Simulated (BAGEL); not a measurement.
**quartet BH2SO: levels of theory compared**

We compute a comparison of 3 runs (UHF/STO-3G, UHF/3-21G, UHF/6-31G*) of quartet BH2SO. 

The calculation is run with BAGEL 1.2.2.

## 1. The system as given

The species is BH2SO (5 atoms), meant as a quartet with charge 0. SMILES of the parent species: `O[B]S`. The shape is that of a PBE0-D4/def2-TZVP optimisation. This is one conformer, not always the lowest. That shape belongs to the parent species and isn't relaxed for this state.

Bond lengths: O1–B2 1.334 Å, B2–S3 1.785 Å, O1–H4 0.966 Å, S3–H5 1.356 Å. Angles: O1–B2–S3 132.0°, B2–O1–H4 116.7°, B2–S3–H5 99.8°.

## 2. A single-point energy at UHF/STO-3G (density fitting with qzvpp-jkfit) (run 1)

Contents of input.json:

```json
{ "bagel": [

{
  "title": "molecule",
  "basis": "sto-3g",
  "df_basis": "qzvpp-jkfit",
  "angstrom": true,
  "geometry": [
    { "atom": "O", "xyz": [   -1.294700,   -0.054700,   -0.435600 ] },
    { "atom": "B", "xyz": [   -0.454300,    0.825600,    0.109700 ] },
    { "atom": "S", "xyz": [    1.253800,    0.694200,    0.611100 ] },
    { "atom": "H", "xyz": [   -0.947100,   -0.940000,   -0.604700 ] },
    { "atom": "H", "xyz": [    1.492100,   -0.598600,    0.278200 ] }
  ]
},
{ "title": "uhf", "nopen": 3 },
{ "title": "print", "file": "orbitals.molden", "orbitals": true }

]}
```

Started as:

```
$ BAGEL_NUM_THREADS=1 BAGEL input.json > input.out
```

The program printed:

```text
* using 1 threads per process

  ===============================================================
  ===============================================================

  *** Geometry ***

  { "atom" : "O", "xyz" : [     -2.446628,     -0.103368,     -0.823165 ] },
  { "atom" : "B", "xyz" : [     -0.858503,      1.560158,      0.207303 ] },
  { "atom" : "S", "xyz" : [      2.369339,      1.311848,      1.154812 ] },
  { "atom" : "H", "xyz" : [     -1.789760,     -1.776343,     -1.142717 ] },
  { "atom" : "H", "xyz" : [      2.819660,     -1.131190,      0.525722 ] },

  Number of auxiliary basis functions:      316

  Since a DF basis is specified, we compute 2- and 3-index integrals:
    o Being stored without compression. Storage requirement is 0.001 GB

  Number of basis functions:       21
  Number of electrons      :       31

    * METHOD: MOLECULE                             0.05

  *** Open-shell HF ***

  === Nuclear Repulsion ===
    80.8497724227

      * DIIS with orbital gradients will be used.

  === UHF iteration (sto-3g) ===
      0       -492.19171793          0.04426787           0.01
      1       -492.29603628          0.01147299           0.01
      2       -492.30521034          0.00446332           0.01
[... 11 lines of this table left out ...]
     14       -492.30766194          0.00000001           0.01
    * SCF iteration converged.

    * S^2 (UHF) is 3.7563

    * Permanent dipole moment:
           (   -2.038461,     0.701460,    -0.426305) a.u.

    * METHOD: UHF                                  0.14

    * METHOD: PRINT                                0.00

  ===============================================================
```

It took 0.32 s on 1 thread of Arm Neoverse V2, shared host.

## 3. The energy at UHF/3-21G (density fitting with qzvpp-jkfit) (run 2)

Contents of input.json:

```json
{ "bagel" : [

{
  "title" : "molecule",
  "basis" : "3-21g",
  "df_basis" : "qzvpp-jkfit",
  "angstrom" : true,
  "geometry" : [
    { "atom" : "O", "xyz" : [   -1.294700,   -0.054700,   -0.435600 ] },
    { "atom" : "B", "xyz" : [   -0.454300,    0.825600,    0.109700 ] },
    { "atom" : "S", "xyz" : [    1.253800,    0.694200,    0.611100 ] },
    { "atom" : "H", "xyz" : [   -0.947100,   -0.940000,   -0.604700 ] },
    { "atom" : "H", "xyz" : [    1.492100,   -0.598600,    0.278200 ] }
  ]
},
{
  "title" : "uhf",
  "nopen" : 3
},
{
  "title" : "print",
  "file" : "orbitals.molden",
  "orbitals" : true
}

]}
```

Started as:

```
$ BAGEL_NUM_THREADS=1 BAGEL input.json > input.out
```

The program printed:

```text
* using 1 threads per process

  ===============================================================
  ===============================================================

  *** Geometry ***

  { "atom" : "O", "xyz" : [     -2.446628,     -0.103368,     -0.823165 ] },
  { "atom" : "B", "xyz" : [     -0.858503,      1.560158,      0.207303 ] },
  { "atom" : "S", "xyz" : [      2.369339,      1.311848,      1.154812 ] },
  { "atom" : "H", "xyz" : [     -1.789760,     -1.776343,     -1.142717 ] },
  { "atom" : "H", "xyz" : [      2.819660,     -1.131190,      0.525722 ] },

  Number of auxiliary basis functions:      316

  Since a DF basis is specified, we compute 2- and 3-index integrals:
    o Being stored without compression. Storage requirement is 0.003 GB

  Number of basis functions:       35
  Number of electrons      :       31

    * METHOD: MOLECULE                             0.05

  *** Open-shell HF ***

  === Nuclear Repulsion ===
    80.8497724227

      * DIIS with orbital gradients will be used.

  === UHF iteration (3-21g) ===
      0       -495.32319752          0.07090835           0.01
      1       -495.44302130          0.04289283           0.02
      2       -495.47287135          0.02809066           0.01
[... 15 lines of this table left out ...]
     18       -495.48938633          0.00000001           0.02
    * SCF iteration converged.

    * S^2 (UHF) is 3.7576

    * Permanent dipole moment:
           (   -1.999102,     1.300172,    -0.224643) a.u.

    * METHOD: UHF                                  0.33

    * METHOD: PRINT                                0.00

  ===============================================================
```

It took 0.52 s on 1 thread of Arm Neoverse V2, shared host.

## 4. The energy at UHF/6-31G(d) (density fitting with qzvpp-jkfit, spherical functions) (run 3)

Contents of hf.json:

```json
{ "bagel": [

{
  "title": "molecule",
  "basis": "6-31gs.json",
  "df_basis": "qzvpp-jkfit",
  "angstrom": "true",
  "geometry": [
    { "atom": "O", "xyz": [      -1.294700,      -0.054700,      -0.435600 ] },
    { "atom": "B", "xyz": [      -0.454300,       0.825600,       0.109700 ] },
    { "atom": "S", "xyz": [       1.253800,       0.694200,       0.611100 ] },
    { "atom": "H", "xyz": [      -0.947100,      -0.940000,      -0.604700 ] },
    { "atom": "H", "xyz": [       1.492100,      -0.598600,       0.278200 ] }
  ]
},

{ "title": "uhf", "nopen": 3 },

{ "title": "print", "file": "orbitals.molden", "orbitals": "true" }

]}
```

The basis set 6-31G* is read from a file made from the Basis Set Exchange's data (not shown).

Started as:

```
$ BAGEL_NUM_THREADS=1 BAGEL hf.json > hf.out
```

The program printed:

```text
* using 1 threads per process

  ===============================================================
  ===============================================================

  *** Geometry ***

  { "atom" : "O", "xyz" : [     -2.446628,     -0.103368,     -0.823165 ] },
  { "atom" : "B", "xyz" : [     -0.858503,      1.560158,      0.207303 ] },
  { "atom" : "S", "xyz" : [      2.369339,      1.311848,      1.154812 ] },
  { "atom" : "H", "xyz" : [     -1.789760,     -1.776343,     -1.142717 ] },
  { "atom" : "H", "xyz" : [      2.819660,     -1.131190,      0.525722 ] },

  Number of auxiliary basis functions:      316

  Since a DF basis is specified, we compute 2- and 3-index integrals:
    o Being stored without compression. Storage requirement is 0.006 GB

  Number of basis functions:       50
  Number of electrons      :       31

    * METHOD: MOLECULE                             0.07

  *** Open-shell HF ***

  === Nuclear Repulsion ===
    80.8497724227

      * DIIS with orbital gradients will be used.

  === UHF iteration (6-31gs.json) ===
      0       -497.76546463          0.06366772           0.02
      1       -497.91992222          0.04308792           0.02
      2       -497.97735636          0.02874292           0.02
[... 14 lines of this table left out ...]
     17       -498.01573741          0.00000001           0.02
    * SCF iteration converged.

    * S^2 (UHF) is 3.7670

    * Permanent dipole moment:
           (   -1.925508,     1.061309,    -0.276749) a.u.

    * METHOD: UHF                                  0.46

    * METHOD: PRINT                                0.00

  ===============================================================
```

Wall time 0.66 s (1 thread of Arm Neoverse V2, shared host).

## 5. Overview of the runs

```
run                                                               level  energy (Eh)  dipole moment (D)   ⟨S²⟩  wall time
  1                       UHF/STO-3G (density fitting with qzvpp-jkfit)  -492.307662               5.59  3.756     0.32 s
  2                        UHF/3-21G (density fitting with qzvpp-jkfit)  -495.489386               6.09  3.758     0.52 s
  3  UHF/6-31G* (density fitting with qzvpp-jkfit, spherical functions)  -498.015737               5.63  3.767     0.66 s
```

## 6. Summary of results

```
            quantity          value
 run 3: total energy  -498.01574 Eh
run 3: dipole moment         5.63 D
         run 3: ⟨S²⟩          3.767
```

**Reading.** The dipole moment (its size) runs from 5.59 D (UHF/STO-3G) to 6.09 D (UHF/3-21G). In run 1 the basis is minimal, so the values are rough. All runs together took 1.5 s, the longest 0.66 s.
